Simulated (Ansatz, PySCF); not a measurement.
CH4S, SMILES CS. Atoms are numbered in the order given.

```xyz
6

C      0.0219    -1.1527     0.0000
S     -0.0876     0.6671     0.0000
H      0.5240    -1.5187     0.8930
H     -1.0038    -1.5177     0.0000
H      0.5240    -1.5187    -0.8930
H      1.2328     0.9119     0.0000
```
Charge 0, spin multiplicity 1.

The structure is a stationary point at B3LYP-D3(BJ)/def2-TZVP.

Two levels are set side by side: PBE-D3(BJ)/def2-TZVP (Ansatz, a program for electronic structure) and B3LYP-D3(BJ)/def2-TZVP (Ansatz). Each level has its own optimised geometry; the coordinates shown are those of the second. Frequencies come from the Hessian of PySCF at each geometry. Differences are taken from unrounded values.

```json
[
 {"quantity": "mean bond length (Å)", "B3LYP-D3(BJ)": "1.286", "PBE-D3(BJ)": "1.293", "PBE-D3(BJ) minus B3LYP-D3(BJ)": "0.007"},
 {"quantity": "bond C1–S2 (Å)", "B3LYP-D3(BJ)": "1.823", "PBE-D3(BJ)": "1.822", "PBE-D3(BJ) minus B3LYP-D3(BJ)": "-0.001"},
 {"quantity": "bond C1–H3 (Å)", "B3LYP-D3(BJ)": "1.088", "PBE-D3(BJ)": "1.097", "PBE-D3(BJ) minus B3LYP-D3(BJ)": "0.009"},
 {"quantity": "bond C1–H4 (Å)", "B3LYP-D3(BJ)": "1.089", "PBE-D3(BJ)": "1.097", "PBE-D3(BJ) minus B3LYP-D3(BJ)": "0.008"},
 {"quantity": "bond C1–H5 (Å)", "B3LYP-D3(BJ)": "1.088", "PBE-D3(BJ)": "1.097", "PBE-D3(BJ) minus B3LYP-D3(BJ)": "0.009"},
 {"quantity": "bond S2–H6 (Å)", "B3LYP-D3(BJ)": "1.343", "PBE-D3(BJ)": "1.353", "PBE-D3(BJ) minus B3LYP-D3(BJ)": "0.010"},
 {"quantity": "highest harmonic wavenumber (cm⁻¹)", "B3LYP-D3(BJ)": "3136", "PBE-D3(BJ)": "3077", "PBE-D3(BJ) minus B3LYP-D3(BJ)": "-59"},
 {"quantity": "mean harmonic wavenumber (cm⁻¹)", "B3LYP-D3(BJ)": "1678", "PBE-D3(BJ)": "1635", "PBE-D3(BJ) minus B3LYP-D3(BJ)": "-43"},
 {"quantity": "zero-point energy (kcal/mol)", "B3LYP-D3(BJ)": "28.78", "PBE-D3(BJ)": "28.05", "PBE-D3(BJ) minus B3LYP-D3(BJ)": "-0.73"}
]
```

Exact exchange shortens and stiffens bonds; PBE has none. Differences between two approximate levels are no errors against the true value.
